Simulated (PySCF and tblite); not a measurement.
The numbers below are computed, except where a source is named.
2,2,2-trifluoroethanol, C2H3F3O, numbered as in [OH:1][CH2:2][C:3]([F:4])([F:5])[F:6].

Search: ETKDG and KDG, MMFF94s, GFN2-xTB, 60 starts; geometries at GFN2-xTB. Weights use PBE0-D3(BJ)/pcSseg-1 energies plus GFN2-xTB zero-point and thermal terms (modes under about 100 cm⁻¹ blended into free rotors). Symmetry numbers and mirror images are counted. Conformers within 3 kcal/mol (GFN2-xTB free energy) were kept, 10 at most. (PySCF 2.14, tblite 0.8.)

Torsions listed: H1–O1–C2–C3. Of a mirror pair one member is shown.

```csv
conformer,shape,symmetry,E(GFN2) kcal/mol
1,-59°,C1 (pair),0.00
2,180°,Cs,2.21
```

(1) Which of these conformers is the most populated at 298.15 K, and with what share?

(2) Give the DFT energies and free energies relative to the lowest, and all weights.

(3) How does its share change from 180 K to 400 K?

## Answers

(1) Conformer 1, about 99 %.

(2) 
```json
{"conformer": "1", "shape": "-59°", "E(DFT) kcal/mol": "0.00", "G(298.15 K) kcal/mol": "0.00", "weight %": "98.7"}
{"conformer": "2", "shape": "180°", "E(DFT) kcal/mol": "2.38", "G(298.15 K) kcal/mol": "2.55", "weight %": "1.3"}
```

(3) From 100 % to 96 %; the mixing entropy goes from 1.39 to 1.63 cal/(mol K).


Conformer gaps in pcSseg-1 on xTB geometries can be 2 kcal/mol off for S=O, P=O and other polar bonds.